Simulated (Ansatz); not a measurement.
How methods differ on CH4Si (SMILES [CH][SiH3])

CH4Si: 6 atoms, total charge 0, spin state triplet. SMILES: `[CH][SiH3]`. The shape is that of a GFN2-xTB optimisation.

| atom | x (Å) | y (Å) | z (Å) |
| --- | --- | --- | --- |
| C | 0.6673 | -0.8522 | 0.7346 |
| Si | -0.2589 | 0.4043 | -0.1786 |
| H | 1.1379 | -1.8135 | 0.7310 |
| H | -1.5441 | -0.1432 | -0.6446 |
| H | 0.5114 | 0.8610 | -1.3475 |
| H | -0.5136 | 1.5436 | 0.7052 |

Quantity: the vertical ionisation energy (to the doublet cation), in eV. The values are calculated.

```tsv
level	kind	program	value (eV)	less FCI/STO-3G	CPU time (all runs)
UHF/STO-3G	Hartree–Fock	Ansatz	7.34	+0.36	0.26 s
UBLYP/STO-3G	GGA	Ansatz	7.21	+0.23	3.9 s
U-r2SCAN0/STO-3G	hybrid meta-GGA	Ansatz	7.92	+0.94	10 s
UHSE06/STO-3G	range-separated hybrid	Ansatz	7.67	+0.69	5 s
UB2PLYP/STO-3G	double hybrid	Ansatz	7.37	+0.39	4.6 s
RPA@PBE/STO-3G	RPA	Ansatz	6.55	-0.43	5.4 s
UMP2/STO-3G	perturbation theory	Ansatz	7.13	+0.15	0.27 s
UCCSDT/STO-3G	coupled cluster or CI	Ansatz	6.98	0.00	1.6 s
UCCSDTQ/STO-3G	coupled cluster or CI	Ansatz	6.98	0.00	48 s
FCI/STO-3G	exact in the basis	Ansatz	6.98	0.00	11 s
```

FCI/STO-3G is exact within its basis and frozen core, so for wave-function methods in that basis the difference is their error; functionals converge differently with the basis, so for them it is only a difference. The values span 6.55 to 7.92 eV. All rows use very small basis sets, so even the best lies far from the true value. CPU times are rough (shared hosts, several kinds of processor): they show what a rung costs within a factor of a few.
